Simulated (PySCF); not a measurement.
sulfur oxide: adiabatic energies of losing or gaining an electron at several levels

Structure: `[O][S]` (OS). The parent is a triplet.

All levels share the PBE0-D3(BJ)/ma-def2-SVP structures and the PBE0-D3(BJ)/ma-def2-SVP thermal terms; only the single-point energies (PySCF) change. Values are adiabatic energies of losing or gaining an electron (0 K, eV).

Measured (NIST Chemistry WebBook): adiabatic ionisation energy 10.29 eV; adiabatic electron affinity 1.12 eV.

| level | electron affinity to the radical anion | ionisation energy to the radical cation | time |
| --- | --- | --- | --- |
| HF/aug-cc-pVTZ | 0.19 | 10.31 | 5 s |
| MP2/aug-cc-pVTZ | 0.88 | 10.12 | 21 s |
| CCSD(T)/aug-cc-pVTZ | 1.06 | 10.29 | 11 min |
| B3LYP-D3(BJ)/ma-def2-TZVP | 1.19 | 10.56 | – |

Times are wall times for all single points of a level on 1 thread of Arm Neoverse V1, a shared host; the dash marks the run that also made the structures.

Hartree-Fock leaves out electron correlation, so its ionisation energies and electron affinities from energy differences come out too low, often by 1 eV or more.

At HF/aug-cc-pVTZ a relaxed species lies above the same state at the other structure, so the structures fit that level poorly.

The widest spread is that of electron affinity to the radical anion: 0.99 eV, from 0.19 to 1.19.

Differences come from unrounded values, so a last digit can differ from that of the printed terms.
